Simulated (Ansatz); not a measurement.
Process, species as SMILES: Cl (HCl) → Cl atom + H atom
B3LYP-D3(BJ)/def2-TZVP geometries, fixed; electronic energies without zero-point terms.

Basis-set convergence of the bond dissociation energy at PBE with Ansatz (an electronic-structure program). All functions are spherical. The program fits the integrals of some runs and decomposes those of others, by size. Open shells are unrestricted. No added dispersion term, no relativity. Functions are those of the species that has most. Reference: the value in aug-cc-pV(5+d)Z, 106.57 kcal/mol, itself unsure by roughly 0.02 kcal/mol (its mean distance from pcseg-4, aug-pcseg-3, aug-cc-pV(Q+d)Z). Deviations are taken from unrounded values.

```csv
basis,functions,bond dissociation energy (kcal/mol),minus reference (kcal/mol)
STO-3G,10,110.42,3.85
cc-pV(D+d)Z,28,104.69,-1.87
def2-SVPD,35,105.86,-0.71
aug-cc-pV(D+d)Z,41,105.89,-0.68
def2-TZVP,43,105.60,-0.97
def2-TZVPP,56,106.28,-0.29
aug-cc-pV(T+d)Z,78,106.54,-0.03
aug-cc-pV(Q+d)Z,135,106.54,-0.02
aug-cc-pV(5+d)Z,216,106.57,0.00
```

The smallest set listed that lies within 0.5 kcal/mol of the reference with all its larger relatives (same family, alike in diffuse functions; a set with none counts only in the reference's own line) is def2-TZVPP (56 functions, -0.29 kcal/mol off). (Relatives not listed, tested too: def2-QZVP -0.14, def2-QZVPP -0.14 kcal/mol.)
